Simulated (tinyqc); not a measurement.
Worked calculation (part 1 of 3): UHF in the sto-3g basis, for NH3+, spin multiplicity 2. Computed by tinyqc, a small Python program that keeps every step (integrals from PySCF). Settings: charge = 1, multiplicity = 2, basis = sto-3g, energy threshold = 1e-10, iteration cap = 57, orthogonalisation = symmetric, start = core, DIIS depth = 0, shift = 0.5, method = UHF. Command: `OMP_NUM_THREADS=1 python tinyqc.py 31997 31998 out.jsonl` (the two numbers bound the seeds that draw the settings). One thread of a shared host (Intel(R) Xeon(R) Processor @ 2.60GHz), about 0.1 s of CPU time with the checks. Later iterations appear only in the table of the cycle.

## One-electron integrals

Geometry (angstrom):
```
atom,x,y,z
N,0.000000,0.000000,0.121000
H,0.966000,0.000000,0.000000
H,-0.483000,0.836000,0.000000
H,-0.483000,-0.836000,0.000000
```

Basis sto-3g: exponents (1/bohr^2) and contraction coefficients of normalised primitives:
```
element,l (shell),exponent,coefficient
N,s (1),99.106169,0.154329
N,s (1),18.052312,0.535328
N,s (1),4.885660,0.444635
N,s (2),3.780456,-0.099967
N,s (2),0.878497,0.399513
N,s (2),0.285714,0.700115
N,p (3),3.780456,0.155916
N,p (3),0.878497,0.607684
N,p (3),0.285714,0.391957
H,s (1),3.425251,0.154329
H,s (1),0.623914,0.535328
H,s (1),0.168855,0.444635
```

Overlap, kinetic and nuclear-attraction integrals over the contracted functions; the nuclear repulsion is the sum of Za Zb / Rab.

nuclear repulsion = 12.36770644 hartree

overlap S:
```
,1N 1s,1N 2s,1N 2px,1N 2py,1N 2pz,2H 1s,3H 1s,4H 1s
1N 1s,1.000000,0.235038,0.000000,0.000000,0.000000,0.063961,0.064036,0.064036
1N 2s,0.235038,1.000000,0.000000,0.000000,0.000000,0.519094,0.519411,0.519411
1N 2px,0.000000,0.000000,1.000000,0.000000,0.000000,0.449013,-0.224701,-0.224701
1N 2py,0.000000,0.000000,0.000000,1.000000,0.000000,0.000000,0.388924,-0.388924
1N 2pz,0.000000,0.000000,0.000000,0.000000,1.000000,-0.056243,-0.056292,-0.056292
2H 1s,0.063961,0.519094,0.449013,0.000000,-0.056243,1.000000,0.199275,0.199275
3H 1s,0.064036,0.519411,-0.224701,0.388924,-0.056292,0.199275,1.000000,0.199536
4H 1s,0.064036,0.519411,-0.224701,-0.388924,-0.056292,0.199275,0.199536,1.000000
```

kinetic energy T (hartree):
```
,1N 1s,1N 2s,1N 2px,1N 2py,1N 2pz,2H 1s,3H 1s,4H 1s
1N 1s,21.990753,-0.128416,0.000000,0.000000,0.000000,-0.003627,-0.003589,-0.003589
1N 2s,-0.128416,0.606994,0.000000,0.000000,0.000000,0.139158,0.139377,0.139377
1N 2px,0.000000,0.000000,1.899358,0.000000,0.000000,0.309461,-0.154993,-0.154993
1N 2py,0.000000,0.000000,0.000000,1.899358,0.000000,0.000000,0.268269,-0.268269
1N 2pz,0.000000,0.000000,0.000000,0.000000,1.899358,-0.038763,-0.038828,-0.038828
2H 1s,-0.003627,0.139158,0.309461,0.000000,-0.038763,0.760032,-0.001440,-0.001440
3H 1s,-0.003589,0.139377,-0.154993,0.268269,-0.038828,-0.001440,0.760032,-0.001399
4H 1s,-0.003589,0.139377,-0.154993,-0.268269,-0.038828,-0.001440,-0.001399,0.760032
```

nuclear attraction V (hartree):
```
,1N 1s,1N 2s,1N 2px,1N 2py,1N 2pz,2H 1s,3H 1s,4H 1s
1N 1s,-47.817186,-5.816345,0.000026,0.000000,0.006389,-1.625712,-1.627663,-1.627663
1N 2s,-5.816345,-8.452387,0.000241,0.000000,0.071874,-3.673136,-3.676035,-3.676035
1N 2px,0.000026,0.000241,-8.464303,0.000000,-0.000035,-2.899706,1.451515,1.451515
1N 2py,0.000000,0.000000,0.000000,-8.464293,0.000000,0.000000,-2.512212,2.512212
1N 2pz,0.006389,0.071874,-0.000035,0.000000,-8.262663,0.383732,0.384144,0.384144
2H 1s,-1.625712,-3.673136,-2.899706,0.000000,0.383732,-5.533234,-1.233468,-1.233468
3H 1s,-1.627663,-3.676035,1.451515,-2.512212,0.384144,-1.233468,-5.535026,-1.235138
4H 1s,-1.627663,-3.676035,1.451515,2.512212,0.384144,-1.233468,-1.235138,-5.535026
```

core Hamiltonian H = T + V (hartree):
```
,1N 1s,1N 2s,1N 2px,1N 2py,1N 2pz,2H 1s,3H 1s,4H 1s
1N 1s,-25.826433,-5.944762,0.000026,0.000000,0.006389,-1.629339,-1.631252,-1.631252
1N 2s,-5.944762,-7.845393,0.000241,0.000000,0.071874,-3.533978,-3.536658,-3.536658
1N 2px,0.000026,0.000241,-6.564945,0.000000,-0.000035,-2.590245,1.296522,1.296522
1N 2py,0.000000,0.000000,0.000000,-6.564935,0.000000,0.000000,-2.243942,2.243942
1N 2pz,0.006389,0.071874,-0.000035,0.000000,-6.363305,0.344969,0.345315,0.345315
2H 1s,-1.629339,-3.533978,-2.590245,0.000000,0.344969,-4.773202,-1.234908,-1.234908
3H 1s,-1.631252,-3.536658,1.296522,-2.243942,0.345315,-1.234908,-4.774994,-1.236537
4H 1s,-1.631252,-3.536658,1.296522,2.243942,0.345315,-1.234908,-1.236537,-4.774994
```

## Two-electron integrals

Functions are numbered as in S; the eight-fold symmetry (ij|kl) = (ji|kl) = (kl|ij) leaves the list below.

Two-electron integrals (ij|kl) in chemists' order, unique and non-zero (hartree):
```
i,j,k,l,(ij|kl)
1,1,1,1,4.166630
2,1,1,1,0.640849
2,1,2,1,0.117461
2,2,1,1,0.969864
2,2,2,1,0.220936
2,2,2,2,0.708245
3,1,3,1,0.020960
3,2,3,1,0.032452
3,2,3,2,0.156449
3,3,1,1,0.967124
3,3,2,1,0.220977
3,3,2,2,0.708086
3,3,3,3,0.762805
4,1,4,1,0.020960
4,2,4,1,0.032452
4,2,4,2,0.156449
4,3,4,3,0.041119
4,4,1,1,0.967124
4,4,2,1,0.220977
4,4,2,2,0.708086
4,4,3,3,0.680568
4,4,4,4,0.762805
5,1,5,1,0.020960
5,2,5,1,0.032452
5,2,5,2,0.156449
5,3,5,3,0.041119
5,4,5,4,0.041119
5,5,1,1,0.967124
5,5,2,1,0.220977
5,5,2,2,0.708086
5,5,3,3,0.680568
5,5,4,4,0.680568
5,5,5,5,0.762805
6,1,1,1,0.177144
6,1,2,1,0.032186
6,1,2,2,0.060111
6,1,3,1,0.001676
6,1,3,2,0.003125
6,1,3,3,0.060408
6,1,4,4,0.059963
6,1,5,1,-0.000210
6,1,5,2,-0.000391
6,1,5,3,-0.000056
6,1,5,5,0.059970
6,1,6,1,0.008968
6,2,1,1,0.398167
6,2,2,1,0.091680
6,2,2,2,0.320651
6,2,3,1,0.007581
6,2,3,2,0.055599
6,2,3,3,0.332575
6,2,4,4,0.314402
6,2,5,1,-0.000950
6,2,5,2,-0.006964
6,2,5,3,-0.002276
6,2,5,5,0.314687
6,2,6,1,0.025762
6,2,6,2,0.179212
6,3,1,1,0.298078
6,3,2,1,0.069550
6,3,2,2,0.259016
6,3,3,1,0.014792
6,3,3,2,0.097368
6,3,3,3,0.283625
6,3,4,4,0.246463
6,3,5,1,-0.000635
6,3,5,2,-0.005325
6,3,5,3,-0.003219
6,3,5,5,0.246686
6,3,6,1,0.020485
6,3,6,2,0.174004
6,3,6,3,0.191270
6,4,4,1,0.009724
6,4,4,2,0.054854
6,4,4,3,0.011462
6,4,5,4,-0.001436
6,4,6,4,0.024840
6,5,1,1,-0.037337
6,5,2,1,-0.008712
6,5,2,2,-0.032444
6,5,3,1,-0.000635
6,5,3,2,-0.005325
6,5,3,3,-0.032655
6,5,4,4,-0.030872
6,5,5,1,0.009803
6,5,5,2,0.055521
6,5,5,3,0.011686
6,5,5,5,-0.033771
6,5,6,1,-0.002566
6,5,6,2,-0.021796
6,5,6,3,-0.020847
6,5,6,5,0.027451
6,6,1,1,0.524100
6,6,2,1,0.122616
6,6,2,2,0.486520
6,6,3,1,0.013762
6,6,3,2,0.133912
6,6,3,3,0.530972
6,6,4,4,0.463488
6,6,5,1,-0.001724
6,6,5,2,-0.016774
6,6,5,3,-0.008453
6,6,5,5,0.464547
6,6,6,1,0.034915
6,6,6,2,0.332283
6,6,6,3,0.362754
6,6,6,5,-0.045438
6,6,6,6,0.774606
7,1,1,1,0.177355
7,1,2,1,0.032224
7,1,2,2,0.060182
7,1,3,1,-0.000839
7,1,3,2,-0.001565
7,1,3,3,0.060145
7,1,4,1,0.001453
7,1,4,2,0.002709
7,1,4,3,-0.000193
7,1,4,4,0.060367
7,1,5,1,-0.000210
7,1,5,2,-0.000392
7,1,5,3,0.000028
7,1,5,4,-0.000048
7,1,5,5,0.060040
7,1,6,1,0.008766
7,1,6,2,0.024598
7,1,6,3,0.018207
7,1,6,4,0.000788
7,1,6,5,-0.002452
7,1,6,6,0.032703
7,1,7,1,0.008989
7,2,1,1,0.398484
7,2,2,1,0.091752
7,2,2,2,0.320885
7,2,3,1,-0.003795
7,2,3,2,-0.027829
7,2,3,3,0.319183
7,2,4,1,0.006569
7,2,4,2,0.048169
7,2,4,3,-0.007875
7,2,4,4,0.328264
7,2,5,1,-0.000951
7,2,5,2,-0.006972
7,2,5,3,0.001140
7,2,5,4,-0.001973
7,2,5,5,0.314918
7,2,6,1,0.024589
7,2,6,2,0.138204
7,2,6,3,0.102923
7,2,6,4,0.015792
7,2,6,5,-0.016320
7,2,6,6,0.206599
7,2,7,1,0.025813
7,2,7,2,0.179447
7,3,1,1,-0.149200
7,3,2,1,-0.034812
7,3,2,2,-0.129640
7,3,3,1,0.011002
7,3,3,2,0.065545
7,3,3,3,-0.136616
7,3,4,1,-0.002196
7,3,4,2,-0.018422
7,3,4,3,0.013018
7,3,4,4,-0.128698
7,3,5,1,0.000318
7,3,5,2,0.002666
7,3,5,3,-0.001884
7,3,5,4,0.000773
7,3,5,5,-0.123469
7,3,6,1,-0.008420
7,3,6,2,-0.037796
7,3,6,3,-0.010640
7,3,6,4,-0.003330
7,3,6,5,0.004345
7,3,6,6,-0.041279
7,3,7,1,-0.010266
7,3,7,2,-0.087142
7,3,7,3,0.066565
7,4,1,1,0.258243
7,4,2,1,0.060255
7,4,2,2,0.224387
7,4,3,1,-0.002196
7,4,3,2,-0.018422
7,4,3,3,0.216598
7,4,4,1,0.013535
7,4,4,2,0.086788
7,4,4,3,-0.011080
7,4,4,4,0.242620
7,4,5,1,-0.000550
7,4,5,2,-0.004615
7,4,5,3,0.000773
7,4,5,4,-0.002776
7,4,5,5,0.213706
7,4,6,1,0.016149
7,4,6,2,0.096995
7,4,6,3,0.071472
7,4,6,4,0.028722
7,4,6,5,-0.011221
7,4,6,6,0.145219
7,4,7,1,0.017768
7,4,7,2,0.150829
7,4,7,3,-0.072154
7,4,7,4,0.149765
7,5,1,1,-0.037377
7,5,2,1,-0.008721
7,5,2,2,-0.032477
7,5,3,1,0.000318
7,5,3,2,0.002666
7,5,3,3,-0.031350
7,5,4,1,-0.000550
7,5,4,2,-0.004615
7,5,4,3,0.000773
7,5,4,4,-0.032241
7,5,5,1,0.009813
7,5,5,2,0.055569
7,5,5,3,-0.005850
7,5,5,4,0.010125
7,5,5,5,-0.033806
7,5,6,1,-0.002451
7,5,6,2,-0.016324
7,5,6,3,-0.011895
7,5,6,4,-0.001851
7,5,6,5,0.020165
7,5,6,6,-0.026357
7,5,7,1,-0.002572
7,5,7,2,-0.021831
7,5,7,3,0.010443
7,5,7,4,-0.018076
7,5,7,5,0.027494
7,6,1,1,0.130582
7,6,2,1,0.030195
7,6,2,2,0.110588
7,6,3,1,0.001038
7,6,3,2,0.008318
7,6,3,3,0.111387
7,6,4,1,0.001798
7,6,4,2,0.014403
7,6,4,3,0.000447
7,6,4,4,0.111902
7,6,5,1,-0.000520
7,6,5,2,-0.004169
7,6,5,3,-0.000507
7,6,5,4,-0.000879
7,6,5,5,0.108366
7,6,6,1,0.008331
7,6,6,2,0.057313
7,6,6,3,0.051432
7,6,6,4,0.005966
7,6,6,5,-0.007738
7,6,6,6,0.101821
7,6,7,1,0.008341
7,6,7,2,0.057346
7,6,7,3,-0.020566
7,6,7,4,0.047534
7,6,7,5,-0.007744
7,6,7,6,0.021729
7,7,1,1,0.524331
7,7,2,1,0.122669
7,7,2,2,0.486680
7,7,3,1,-0.006889
7,7,3,2,-0.067014
7,7,3,3,0.480535
7,7,4,1,0.011924
7,7,4,2,0.115991
7,7,4,3,-0.029240
7,7,4,4,0.514252
7,7,5,1,-0.001726
7,7,5,2,-0.016788
7,7,5,3,0.004232
7,7,5,4,-0.007325
7,7,5,5,0.464702
7,7,6,1,0.032678
7,7,6,2,0.206513
7,7,6,3,0.146372
7,7,6,4,0.036885
7,7,6,5,-0.026342
7,7,6,6,0.312861
7,7,7,1,0.034971
7,7,7,2,0.332538
7,7,7,3,-0.181572
7,7,7,4,0.314274
7,7,7,5,-0.045487
7,7,7,6,0.101821
7,7,7,7,0.774606
8,1,1,1,0.177355
8,1,2,1,0.032224
8,1,2,2,0.060182
8,1,3,1,-0.000839
8,1,3,2,-0.001565
8,1,3,3,0.060145
8,1,4,1,-0.001453
8,1,4,2,-0.002709
8,1,4,3,0.000193
8,1,4,4,0.060367
8,1,5,1,-0.000210
8,1,5,2,-0.000392
8,1,5,3,0.000028
8,1,5,4,0.000048
8,1,5,5,0.060040
8,1,6,1,0.008766
8,1,6,2,0.024598
8,1,6,3,0.018207
8,1,6,4,-0.000788
8,1,6,5,-0.002452
8,1,6,6,0.032703
8,1,7,1,0.008776
8,1,7,2,0.024618
8,1,7,3,-0.009797
8,1,7,4,0.015380
8,1,7,5,-0.002454
8,1,7,6,0.008025
8,1,7,7,0.032718
8,1,8,1,0.008989
8,2,1,1,0.398484
8,2,2,1,0.091752
8,2,2,2,0.320885
8,2,3,1,-0.003795
8,2,3,2,-0.027829
8,2,3,3,0.319183
8,2,4,1,-0.006569
8,2,4,2,-0.048169
8,2,4,3,0.007875
8,2,4,4,0.328264
8,2,5,1,-0.000951
8,2,5,2,-0.006972
8,2,5,3,0.001140
8,2,5,4,0.001973
8,2,5,5,0.314918
8,2,6,1,0.024589
8,2,6,2,0.138204
8,2,6,3,0.102923
8,2,6,4,-0.015792
8,2,6,5,-0.016320
8,2,6,6,0.206599
8,2,7,1,0.024618
8,2,7,2,0.138318
8,2,7,3,-0.065218
8,2,7,4,0.081267
8,2,7,5,-0.016338
8,2,7,6,0.046040
8,2,7,7,0.206693
8,2,8,1,0.025813
8,2,8,2,0.179447
8,3,1,1,-0.149200
8,3,2,1,-0.034812
8,3,2,2,-0.129640
8,3,3,1,0.011002
8,3,3,2,0.065545
8,3,3,3,-0.136616
8,3,4,1,0.002196
8,3,4,2,0.018422
8,3,4,3,-0.013018
8,3,4,4,-0.128698
8,3,5,1,0.000318
8,3,5,2,0.002666
8,3,5,3,-0.001884
8,3,5,4,-0.000773
8,3,5,5,-0.123469
8,3,6,1,-0.008420
8,3,6,2,-0.037796
8,3,6,3,-0.010640
8,3,6,4,0.003330
8,3,6,5,0.004345
8,3,6,6,-0.041279
8,3,7,1,-0.009797
8,3,7,2,-0.065218
8,3,7,3,0.048472
8,3,7,4,-0.037441
8,3,7,5,0.007561
8,3,7,6,-0.016222
8,3,7,7,-0.105271
8,3,8,1,-0.010266
8,3,8,2,-0.087142
8,3,8,3,0.066565
8,4,1,1,-0.258243
8,4,2,1,-0.060255
8,4,2,2,-0.224387
8,4,3,1,0.002196
8,4,3,2,0.018422
8,4,3,3,-0.216598
8,4,4,1,0.013535
8,4,4,2,0.086788
8,4,4,3,-0.011080
8,4,4,4,-0.242620
8,4,5,1,0.000550
8,4,5,2,0.004615
8,4,5,3,-0.000773
8,4,5,4,-0.002776
8,4,5,5,-0.213706
8,4,6,1,-0.016149
8,4,6,2,-0.096995
8,4,6,3,-0.071472
8,4,6,4,0.028722
8,4,6,5,0.011221
8,4,6,6,-0.145219
8,4,7,1,-0.015380
8,4,7,2,-0.081267
8,4,7,3,0.037441
8,4,7,4,-0.030286
8,4,7,5,0.009380
8,4,7,6,-0.028075
8,4,7,7,-0.108353
8,4,8,1,-0.017768
8,4,8,2,-0.150829
8,4,8,3,0.072154
8,4,8,4,0.149765
8,5,1,1,-0.037377
8,5,2,1,-0.008721
8,5,2,2,-0.032477
8,5,3,1,0.000318
8,5,3,2,0.002666
8,5,3,3,-0.031350
8,5,4,1,0.000550
8,5,4,2,0.004615
8,5,4,3,-0.000773
8,5,4,4,-0.032241
8,5,5,1,0.009813
8,5,5,2,0.055569
8,5,5,3,-0.005850
8,5,5,4,-0.010125
8,5,5,5,-0.033806
8,5,6,1,-0.002451
8,5,6,2,-0.016324
8,5,6,3,-0.011895
8,5,6,4,0.001851
8,5,6,5,0.020165
8,5,6,6,-0.026357
8,5,7,1,-0.002454
8,5,7,2,-0.016338
8,5,7,3,0.007561
8,5,7,4,-0.009380
8,5,7,5,0.020186
8,5,7,6,-0.006035
8,5,7,7,-0.026372
8,5,8,1,-0.002572
8,5,8,2,-0.021831
8,5,8,3,0.010443
8,5,8,4,0.018076
8,5,8,5,0.027494
8,6,1,1,0.130582
8,6,2,1,0.030195
8,6,2,2,0.110588
8,6,3,1,0.001038
8,6,3,2,0.008318
8,6,3,3,0.111387
8,6,4,1,-0.001798
8,6,4,2,-0.014403
8,6,4,3,-0.000447
8,6,4,4,0.111902
8,6,5,1,-0.000520
8,6,5,2,-0.004169
8,6,5,3,-0.000507
8,6,5,4,0.000879
8,6,5,5,0.108366
8,6,6,1,0.008331
8,6,6,2,0.057313
8,6,6,3,0.051432
8,6,6,4,-0.005966
8,6,6,5,-0.007738
8,6,6,6,0.101821
8,6,7,1,0.008025
8,6,7,2,0.046040
8,6,7,3,-0.016222
8,6,7,4,0.028075
8,6,7,5,-0.006035
8,6,7,6,0.017929
8,6,7,7,0.068314
8,6,8,1,0.008341
8,6,8,2,0.057346
8,6,8,3,-0.020566
8,6,8,4,-0.047534
8,6,8,5,-0.007744
8,6,8,6,0.021729
8,7,1,1,0.130755
8,7,2,1,0.030235
8,7,2,2,0.110734
8,7,3,1,-0.002080
8,7,3,2,-0.016665
8,7,3,3,0.112313
8,7,4,4,0.111272
8,7,5,1,-0.000521
8,7,5,2,-0.004175
8,7,5,3,0.001017
8,7,5,5,0.108508
8,7,6,1,0.008026
8,7,6,2,0.046064
8,7,6,3,0.032448
8,7,6,5,-0.006037
8,7,6,6,0.068377
8,7,7,1,0.008352
8,7,7,2,0.057430
8,7,7,3,-0.030957
8,7,7,4,0.041624
8,7,7,5,-0.007755
8,7,7,6,0.017951
8,7,7,7,0.101978
8,7,8,1,0.008352
8,7,8,2,0.057430
8,7,8,3,-0.030957
8,7,8,4,-0.041624
8,7,8,5,-0.007755
8,7,8,6,0.017951
8,7,8,7,0.021790
8,8,1,1,0.524331
8,8,2,1,0.122669
8,8,2,2,0.486680
8,8,3,1,-0.006889
8,8,3,2,-0.067014
8,8,3,3,0.480535
8,8,4,1,-0.011924
8,8,4,2,-0.115991
8,8,4,3,0.029240
8,8,4,4,0.514252
8,8,5,1,-0.001726
8,8,5,2,-0.016788
8,8,5,3,0.004232
8,8,5,4,0.007325
8,8,5,5,0.464702
8,8,6,1,0.032678
8,8,6,2,0.206513
8,8,6,3,0.146372
8,8,6,4,-0.036885
8,8,6,5,-0.026342
8,8,6,6,0.312861
8,8,7,1,0.032718
8,8,7,2,0.206693
8,8,7,3,-0.105271
8,8,7,4,0.108353
8,8,7,5,-0.026372
8,8,7,6,0.068314
8,8,7,7,0.313013
8,8,8,1,0.034971
8,8,8,2,0.332538
8,8,8,3,-0.181572
8,8,8,4,-0.314274
8,8,8,5,-0.045487
8,8,8,6,0.101821
8,8,8,7,0.101978
8,8,8,8,0.774606
```

## Orthogonalisation

S = U s U^T; symmetric (Loewdin) form X = U s^(-1/2) U^T, so that X^T S X = 1.

eigenvalues of S: 0.255166  0.341236  0.341378  0.957201  1.014044  1.459228  1.459434  2.172312

X:
```
,1N 1s,1N 2s,1N 2px,1N 2py,1N 2pz,2H 1s,3H 1s,4H 1s
1N 1s,1.025391,-0.158927,0.000015,0.000000,0.003936,0.023511,0.023518,0.023518
1N 2s,-0.158927,1.469297,-0.000285,0.000000,-0.047619,-0.352238,-0.352692,-0.352692
1N 2px,0.000015,-0.000285,1.190921,0.000000,0.000035,-0.354875,0.177655,0.177655
1N 2py,0.000000,0.000000,0.000000,1.190960,0.000000,0.000000,-0.307542,0.307542
1N 2pz,0.003936,-0.047619,0.000035,0.000000,1.005065,0.037569,0.037630,0.037630
2H 1s,0.023511,-0.352238,-0.354875,0.000000,0.037569,1.289906,-0.058321,-0.058321
3H 1s,0.023518,-0.352692,0.177655,-0.307542,0.037630,-0.058321,1.290373,-0.058370
4H 1s,0.023518,-0.352692,0.177655,0.307542,0.037630,-0.058321,-0.058370,1.290373
```

## Starting guess

The start is the orbitals of the core Hamiltonian; D(s) = C_occ C_occ^T for each spin.

D(alpha) at the start:
```
,1N 1s,1N 2s,1N 2px,1N 2py,1N 2pz,2H 1s,3H 1s,4H 1s
1N 1s,1.072252,-0.347024,0.000053,0.000000,0.011446,0.049731,0.049780,0.049780
1N 2s,-0.347024,1.650071,-0.000431,0.000000,-0.075651,-0.227841,-0.228133,-0.228133
1N 2px,0.000053,-0.000431,1.327733,0.000000,0.000060,-0.306027,0.153227,0.153227
1N 2py,0.000000,0.000000,0.000000,1.327744,0.000000,0.000000,-0.265173,0.265173
1N 2pz,0.011446,-0.075651,0.000060,0.000000,1.009182,0.034363,0.034417,0.034417
2H 1s,0.049731,-0.227841,-0.306027,0.000000,0.034363,0.102596,-0.003236,-0.003236
3H 1s,0.049780,-0.228133,0.153227,-0.265173,0.034417,-0.003236,0.102744,-0.003175
4H 1s,0.049780,-0.228133,0.153227,0.265173,0.034417,-0.003236,-0.003175,0.102744
```

D(beta) at the start:
```
,1N 1s,1N 2s,1N 2px,1N 2py,1N 2pz,2H 1s,3H 1s,4H 1s
1N 1s,1.071093,-0.341998,0.000052,0.000000,0.045135,0.049843,0.049894,0.049894
1N 2s,-0.341998,1.628278,-0.000430,0.000000,-0.221717,-0.228329,-0.228624,-0.228624
1N 2px,0.000052,-0.000430,1.327733,0.000000,0.000068,-0.306027,0.153227,0.153227
1N 2py,0.000000,0.000000,0.000000,1.327744,0.000000,0.000000,-0.265173,0.265173
1N 2pz,0.045135,-0.221717,0.000068,0.000000,0.030193,0.031086,0.031129,0.031129
2H 1s,0.049843,-0.228329,-0.306027,0.000000,0.031086,0.102585,-0.003247,-0.003247
3H 1s,0.049894,-0.228624,0.153227,-0.265173,0.031129,-0.003247,0.102733,-0.003186
4H 1s,0.049894,-0.228624,0.153227,0.265173,0.031129,-0.003247,-0.003186,0.102733
```

## Iteration 1: building the Fock matrix

J_ij = sum D_kl (ij|kl) with D = D(alpha) + D(beta), K_ij = sum D_kl (ik|jl) for each spin; F = H + J - K(s); E = tr D H + tr D J / 2 - 0.5 sum_s tr D(s) K(s) + E_nn.

Coulomb J (hartree):
```
,1N 1s,1N 2s,1N 2px,1N 2py,1N 2pz,2H 1s,3H 1s,4H 1s
1N 1s,15.590871,2.922599,-0.000003,0.000000,-0.009303,0.801061,0.802010,0.802010
1N 2s,2.922599,7.080708,0.000029,0.000000,-0.039282,3.105005,3.107312,3.107312
1N 2px,-0.000003,0.000029,7.094827,0.000000,-0.000003,2.451886,-1.227187,-1.227187
1N 2py,0.000000,0.000000,0.000000,7.094818,0.000000,0.000000,2.124094,-2.124094
1N 2pz,-0.009303,-0.039282,-0.000003,0.000000,7.032575,-0.318205,-0.318529,-0.318529
2H 1s,0.801061,3.105005,2.451886,0.000000,-0.318205,4.490290,1.053566,1.053566
3H 1s,0.802010,3.107312,-1.227187,2.124094,-0.318529,1.053566,4.491861,1.054954
4H 1s,0.802010,3.107312,-1.227187,-2.124094,-0.318529,1.053566,1.054954,4.491861
```

exchange K(alpha) (hartree):
```
,1N 1s,1N 2s,1N 2px,1N 2py,1N 2pz,2H 1s,3H 1s,4H 1s
1N 1s,4.301867,0.751178,0.000000,0.000000,-0.000143,0.214855,0.215103,0.215103
1N 2s,0.751178,1.252029,0.000011,0.000000,0.001836,0.484442,0.484840,0.484840
1N 2px,0.000000,0.000011,1.027995,0.000000,-0.000004,0.281722,-0.141015,-0.141015
1N 2py,0.000000,0.000000,0.000000,1.027985,0.000000,0.000000,0.244081,-0.244081
1N 2pz,-0.000143,0.001836,-0.000004,0.000000,1.043647,-0.034700,-0.034739,-0.034739
2H 1s,0.214855,0.484442,0.281722,0.000000,-0.034700,0.288079,0.152736,0.152736
3H 1s,0.215103,0.484840,-0.141015,0.244081,-0.034739,0.152736,0.288495,0.152926
4H 1s,0.215103,0.484840,-0.141015,-0.244081,-0.034739,0.152736,0.152926,0.288495
```

exchange K(beta) (hartree):
```
,1N 1s,1N 2s,1N 2px,1N 2py,1N 2pz,2H 1s,3H 1s,4H 1s
1N 1s,4.280428,0.719250,0.000000,0.000000,-0.004561,0.205361,0.205599,0.205599
1N 2s,0.719250,1.084758,0.000013,0.000000,-0.119499,0.428984,0.429335,0.429335
1N 2px,0.000000,0.000013,0.984459,0.000000,0.000005,0.270157,-0.135225,-0.135225
1N 2py,0.000000,0.000000,0.000000,0.984449,0.000000,0.000000,0.234060,-0.234060
1N 2pz,-0.004561,-0.119499,0.000005,0.000000,0.294269,-0.055633,-0.055685,-0.055685
2H 1s,0.205361,0.428984,0.270157,0.000000,-0.055633,0.263702,0.134785,0.134785
3H 1s,0.205599,0.429335,-0.135225,0.234060,-0.055685,0.134785,0.264081,0.134958
4H 1s,0.205599,0.429335,-0.135225,-0.234060,-0.055685,0.134785,0.134958,0.264081
```

F(alpha) (hartree):
```
,1N 1s,1N 2s,1N 2px,1N 2py,1N 2pz,2H 1s,3H 1s,4H 1s
1N 1s,-14.537428,-3.773342,0.000024,0.000000,-0.002771,-1.043133,-1.044345,-1.044345
1N 2s,-3.773342,-2.016714,0.000259,0.000000,0.030757,-0.913415,-0.914187,-0.914187
1N 2px,0.000024,0.000259,-0.498113,0.000000,-0.000034,-0.420081,0.210349,0.210349
1N 2py,0.000000,0.000000,0.000000,-0.498102,0.000000,0.000000,-0.363929,0.363929
1N 2pz,-0.002771,0.030757,-0.000034,0.000000,-0.374377,0.061464,0.061525,0.061525
2H 1s,-1.043133,-0.913415,-0.420081,0.000000,0.061464,-0.570991,-0.334077,-0.334077
3H 1s,-1.044345,-0.914187,0.210349,-0.363929,0.061525,-0.334077,-0.571627,-0.334508
4H 1s,-1.044345,-0.914187,0.210349,0.363929,0.061525,-0.334077,-0.334508,-0.571627
```

F(beta) (hartree):
```
,1N 1s,1N 2s,1N 2px,1N 2py,1N 2pz,2H 1s,3H 1s,4H 1s
1N 1s,-14.515989,-3.741413,0.000024,0.000000,0.001646,-1.033639,-1.034841,-1.034841
1N 2s,-3.741413,-1.849443,0.000257,0.000000,0.152092,-0.857957,-0.858681,-0.858681
1N 2px,0.000024,0.000257,-0.454577,0.000000,-0.000043,-0.408516,0.204560,0.204560
1N 2py,0.000000,0.000000,0.000000,-0.454566,0.000000,0.000000,-0.353909,0.353909
1N 2pz,0.001646,0.152092,-0.000043,0.000000,0.375001,0.082398,0.082470,0.082470
2H 1s,-1.033639,-0.857957,-0.408516,0.000000,0.082398,-0.546614,-0.316126,-0.316126
3H 1s,-1.034841,-0.858681,0.204560,-0.353909,0.082470,-0.316126,-0.547213,-0.316540
4H 1s,-1.034841,-0.858681,0.204560,0.353909,0.082470,-0.316126,-0.316540,-0.547213
```

total energy of this density = -53.21818762 hartree
